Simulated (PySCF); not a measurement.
A structure optimised at PBE0-D3(BJ)/def2-TZVPD, used in a PySCF frequency run:

```
N
N 1 1.0843
H 1 1.0366 2 180.00
```
Charge +1, spin multiplicity 1.

Problem. Write its SMILES, formula and point group.

Solution. N#[NH+], HN2, C∞v

Problem. What are its rotational constants (standard atomic weights)?

Solution. 47.413 GHz (linear rotor, B only)
